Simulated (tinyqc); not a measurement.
Worked calculation: Pariser-Parr-Pople SCF with singles CI, for the molecule [CH2+]C=CC(=N)O (SMILES; centres numbered as the heavy atoms are written). One step of it, computed by the program tinyqc.

Problem. Iteration 2: Fock matrix. F_rr = H_rr + P_rr gamma_rr / 2 + sum_(s != r) P_ss gamma_rs; F_rs = H_rs - P_rs gamma_rs / 2; E = tr P (H + F) / 2 + core repulsion sum_(r<s) z_r z_s gamma_rs.

P after iteration 1:
```
,1C,2C,3C,4C,5N,6O
1C,0.570910,0.759330,0.386453,-0.134801,-0.225537,-0.123456
2C,0.759330,1.044174,0.614900,-0.008738,-0.169251,-0.106971
3C,0.386453,0.614900,0.581675,0.456892,0.257676,0.123249
4C,-0.134801,-0.008738,0.456892,0.986624,0.715673,0.498877
5N,-0.225537,-0.169251,0.257676,0.715673,1.192103,-0.521761
6O,-0.123456,-0.106971,0.123249,0.498877,-0.521761,1.624513
```

core matrix H (eV):
```
,1C,2C,3C,4C,5N,6O
1C,-37.213696,-2.180000,0.000000,0.000000,0.000000,0.000000
2C,-2.180000,-45.004968,-2.180000,0.000000,0.000000,0.000000
3C,0.000000,-2.180000,-47.960968,-2.180000,0.000000,0.000000
4C,0.000000,0.000000,-2.180000,-52.750055,-2.290000,-2.050000
5N,0.000000,0.000000,0.000000,-2.290000,-44.894261,0.000000
6O,0.000000,0.000000,0.000000,-2.050000,0.000000,-61.141938
```

repulsion gamma_rs (eV):
```
,1C,2C,3C,4C,5N,6O
1C,11.130000,7.555066,5.239813,3.669945,2.877985,3.355443
2C,7.555066,11.130000,7.553419,5.238149,3.689001,4.904666
3C,5.239813,7.553419,11.130000,7.552365,5.295570,5.579901
4C,3.669945,5.238149,7.552365,11.130000,7.728723,8.700437
5N,2.877985,3.689001,5.295570,7.728723,12.300000,5.601491
6O,3.355443,4.904666,5.579901,8.700437,5.601491,21.500000
```

Centres (angstrom, eV; a flat drawing with bonds scaled to 1.40 angstrom):
```
centre,x,y,core charge z,W,gamma_rr
1C,-2.683000,-0.205000,1,11.160000,11.130000
2C,-1.384000,0.316000,1,11.160000,11.130000
3C,-0.283000,-0.549000,1,11.160000,11.130000
4C,1.017000,-0.028000,1,11.160000,11.130000
5N,2.118000,-0.893000,1,14.100000,12.300000
6O,1.215000,1.358000,2,33.000000,21.500000
```

Give: F; pi energy.

Solution.

F (eV):
```
,1C,2C,3C,4C,5N,6O
1C,-10.5972,-5.0484,-1.0125,0.2474,0.3245,0.2071
2C,-5.0484,-12.9538,-4.5023,0.0229,0.3122,0.2623
3C,-1.0125,-4.5023,-11.0166,-3.9053,-0.6823,-0.3439
4C,0.2474,0.0229,-3.9053,-11.9543,-5.0556,-4.2202
5N,0.3245,0.3122,-0.6823,-5.0556,-12.2625,1.4613
6O,0.2071,0.2623,-0.3439,-4.2202,1.4613,-18.1341
```

pi energy = -101.1049 eV
